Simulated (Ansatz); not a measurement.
## Worked example: HAs–AsH, triplet against HAs–AsH, singlet

Geometry (PBE0/def2-TZVP stationary point of a singlet), kept for both states (HAs–AsH, singlet: Ag; HAs–AsH, triplet: Bu):

```yaml
atoms:
  - { symbol: As, position_ang: [0.0000, -0.0500, 1.1158] }
  - { symbol: As, position_ang: [0.0000, 0.0500, -1.1158] }
  - { symbol: H, position_ang: [0.0000, 1.4742, 1.2479] }
  - { symbol: H, position_ang: [0.0000, -1.4742, -1.2479] }
```

Basis cc-pVDZ; Ansatz 0.2.0. Only valence electrons are correlated (noble-gas cores and the filled d shells of p-block atoms frozen). R marks a restricted (for open shells ROHF) determinant, U an unrestricted one. No spin–orbit coupling is included, and no scalar relativity.

Full CI isn't at hand for all of this; UCCSDT(Q) serves as the reference, and is uncertain by the last step of the cluster series or more.

Unrestricted rows (U, and Kohn–Sham where it breaks symmetry) aren't spin-pure: their determinants' ⟨S²⟩ exceeds S(S+1) by up to 0.59, so they mix in states of higher spin.

```json
{"level": "UHF", "E(HAs–AsH, singlet) (hartree)": "-4469.500779", "E(HAs–AsH, triplet) (hartree)": "-4469.462903"}
{"level": "UMP2", "E(HAs–AsH, singlet) (hartree)": "-4469.690170", "E(HAs–AsH, triplet) (hartree)": "-4469.637645"}
{"level": "UCCSD(T)", "E(HAs–AsH, singlet) (hartree)": "-4469.747425", "E(HAs–AsH, triplet) (hartree)": "-4469.679546"}
{"level": "PBE", "E(HAs–AsH, singlet) (hartree)": "-4472.215078", "E(HAs–AsH, triplet) (hartree)": "-4472.142833"}
{"level": "r2SCAN", "E(HAs–AsH, singlet) (hartree)": "-4472.864524", "E(HAs–AsH, triplet) (hartree)": "-4472.801069"}
{"level": "UCCSDT(Q)", "E(HAs–AsH, singlet) (hartree)": "-4469.751214", "E(HAs–AsH, triplet) (hartree)": "-4469.680875"}
```

Problem. Give the vertical gap, HAs–AsH triplet less HAs–AsH singlet, at each level in eV (1 hartree = 27.2114 eV), and each error against UCCSDT(Q).

Solution. UCCSDT(Q): (-4469.680875 − (-4469.751214)) × 27.2114 = 1.914 eV (the reference)
r2SCAN: (-4472.801069 − (-4472.864524)) × 27.2114 = 1.727 eV, error -0.187 eV
PBE: (-4472.142833 − (-4472.215078)) × 27.2114 = 1.966 eV, error 0.052 eV
UCCSD(T): (-4469.679546 − (-4469.747425)) × 27.2114 = 1.847 eV, error -0.067 eV
UMP2: (-4469.637645 − (-4469.690170)) × 27.2114 = 1.429 eV, error -0.485 eV
UHF: (-4469.462903 − (-4469.500779)) × 27.2114 = 1.031 eV, error -0.883 eV

Total energies of functionals can't be set beside those of wave-function methods, since they hold the core's correlation and their own absolute errors; only the differences compare.

In so small a basis the reference is far from its limit while semilocal and hybrid functionals are nearer theirs, so the functionals' errors here hold much of the reference's basis and frozen-core error, which can add to them or hide them.

Each level lands on the state that its own search finds. T1 diagnostics of restricted CCSD: 0.014 and 0.018.
